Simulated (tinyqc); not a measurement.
UHF in the sto-3g basis, for BH, spin multiplicity 1, step by step. One step of it, computed by the program tinyqc.

Task: Iteration 1: building the Fock matrix. J_ij = sum D_kl (ij|kl) with D = D(alpha) + D(beta), K_ij = sum D_kl (ik|jl) for each spin; F = H + J - K(s); E = tr D H + tr D J / 2 - 0.5 sum_s tr D(s) K(s) + E_nn.

D(alpha) at the start, lower triangle:
```
,1B 1s,1B 2s,1B 2px,1B 2py,1B 2pz,2H 1s
1B 1s,1.077735
1B 2s,-0.290112,1.080620
1B 2px,0.047033,-0.183555,0.151480
1B 2py,-0.001560,0.006088,-0.005024,0.000167
1B 2pz,-0.028761,0.117212,0.314175,-0.010420,0.940568
2H 1s,0.023363,-0.078499,-0.015199,0.000504,-0.087735,0.012473
```

D(beta) at the start, lower triangle:
```
,1B 1s,1B 2s,1B 2px,1B 2py,1B 2pz,2H 1s
1B 1s,1.077735
1B 2s,-0.290112,1.080620
1B 2px,-0.047033,0.183555,0.151480
1B 2py,0.001560,-0.006088,-0.005024,0.000167
1B 2pz,-0.028761,0.117212,-0.314175,0.010420,0.940568
2H 1s,0.023363,-0.078499,0.015199,-0.000504,-0.087735,0.012473
```

core Hamiltonian H = T + V (hartree), lower triangle:
```
,1B 1s,1B 2s,1B 2px,1B 2py,1B 2pz,2H 1s
1B 1s,-12.657713
1B 2s,-3.277992,-3.746613
1B 2px,0.000000,0.000000,-2.928923
1B 2py,0.000000,0.000000,0.000000,-2.928923
1B 2pz,-0.010649,-0.104362,0.000000,0.000000,-2.996436
2H 1s,-0.349584,-0.972525,0.000000,0.000000,-0.995095,-2.144737
```

Two-electron integrals (ij|kl) in chemists' order, unique and non-zero (hartree):
```
i,j,k,l,(ij|kl)
1,1,1,1,2.923513
2,1,1,1,0.518376
2,1,2,1,0.109262
2,2,1,1,0.744229
2,2,2,1,0.193177
2,2,2,2,0.544804
3,1,3,1,0.020264
3,2,3,1,0.029996
3,2,3,2,0.120346
3,3,1,1,0.742491
3,3,2,1,0.193240
3,3,2,2,0.544682
3,3,3,3,0.586773
4,1,4,1,0.020264
4,2,4,1,0.029996
4,2,4,2,0.120346
4,3,4,3,0.031630
4,4,1,1,0.742491
4,4,2,1,0.193240
4,4,2,2,0.544682
4,4,3,3,0.523513
4,4,4,4,0.586773
5,1,5,1,0.020264
5,2,5,1,0.029996
5,2,5,2,0.120346
5,3,5,3,0.031630
5,4,5,4,0.031630
5,5,1,1,0.742491
5,5,2,1,0.193240
5,5,2,2,0.544682
5,5,3,3,0.523513
5,5,4,4,0.523513
5,5,5,5,0.586773
6,1,1,1,0.054207
6,1,2,1,0.011389
6,1,2,2,0.020226
6,1,3,3,0.020140
6,1,4,4,0.020140
6,1,5,1,0.000791
6,1,5,2,0.001476
6,1,5,5,0.020408
6,1,6,1,0.001222
6,2,1,1,0.157094
6,2,2,1,0.041562
6,2,2,2,0.132615
6,2,3,3,0.128618
6,2,4,4,0.128618
6,2,5,1,0.004506
6,2,5,2,0.029787
6,2,5,5,0.140473
6,2,6,1,0.004620
6,2,6,2,0.048934
6,3,3,1,0.003752
6,3,3,2,0.018481
6,3,5,3,0.005262
6,3,6,3,0.004721
6,4,4,1,0.003752
6,4,4,2,0.018481
6,4,5,4,0.005262
6,4,6,4,0.004721
6,5,1,1,0.158948
6,5,2,1,0.042548
6,5,2,2,0.143081
6,5,3,3,0.135751
6,5,4,4,0.135751
6,5,5,1,0.007578
6,5,5,2,0.046984
6,5,5,5,0.157575
6,5,6,1,0.004904
6,5,6,2,0.061344
6,5,6,5,0.080051
6,6,1,1,0.335510
6,6,2,1,0.090272
6,6,2,2,0.327073
6,6,3,3,0.309464
6,6,4,4,0.309464
6,6,5,1,0.010312
6,6,5,2,0.093615
6,6,5,5,0.361798
6,6,6,1,0.010117
6,6,6,2,0.164714
6,6,6,5,0.222433
6,6,6,6,0.774606
```

nuclear repulsion = 1.68313362 hartree

Give: Coulomb J; exchange K(alpha); exchange K(beta); F(alpha); F(beta); total energy of this density.

Result:

Coulomb J (hartree), lower triangle:
```
,1B 1s,1B 2s,1B 2px,1B 2py,1B 2pz,2H 1s
1B 1s,8.8387
1B 2s,1.8055,3.6655
1B 2px,0.0000,0.0000,3.6377
1B 2py,0.0000,0.0000,-0.0006,3.6185
1B 2pz,0.0080,0.0296,0.0000,0.0000,3.7275
2H 1s,0.1896,0.8613,0.0000,0.0000,0.9199,2.0330
```

exchange K(alpha) (hartree), lower triangle:
```
,1B 1s,1B 2s,1B 2px,1B 2py,1B 2pz,2H 1s
1B 1s,2.9908
1B 2s,0.5512,0.7023
1B 2px,-0.0055,-0.1138,0.2495
1B 2py,0.0002,0.0038,-0.0028,0.1655
1B 2pz,0.0021,0.0434,0.1723,-0.0057,0.6575
2H 1s,0.0623,0.1648,0.0137,-0.0005,0.1537,0.0869
```

exchange K(beta) (hartree), lower triangle:
```
,1B 1s,1B 2s,1B 2px,1B 2py,1B 2pz,2H 1s
1B 1s,2.9908
1B 2s,0.5512,0.7023
1B 2px,0.0055,0.1138,0.2495
1B 2py,-0.0002,-0.0038,-0.0028,0.1655
1B 2pz,0.0021,0.0434,-0.1723,0.0057,0.6575
2H 1s,0.0623,0.1648,-0.0137,0.0005,0.1537,0.0869
```

F(alpha) (hartree), lower triangle:
```
,1B 1s,1B 2s,1B 2px,1B 2py,1B 2pz,2H 1s
1B 1s,-6.8098
1B 2s,-2.0237,-0.7835
1B 2px,0.0055,0.1138,0.4592
1B 2py,-0.0002,-0.0038,0.0022,0.5241
1B 2pz,-0.0048,-0.1181,-0.1723,0.0057,0.0735
2H 1s,-0.2222,-0.2760,-0.0137,0.0005,-0.2289,-0.1987
```

F(beta) (hartree), lower triangle:
```
,1B 1s,1B 2s,1B 2px,1B 2py,1B 2pz,2H 1s
1B 1s,-6.8098
1B 2s,-2.0237,-0.7835
1B 2px,-0.0055,-0.1138,0.4592
1B 2py,0.0002,0.0038,0.0022,0.5241
1B 2pz,-0.0048,-0.1181,0.1723,-0.0057,0.0735
2H 1s,-0.2222,-0.2760,0.0137,-0.0005,-0.2289,-0.1987
```

total energy of this density = -24.086303 hartree
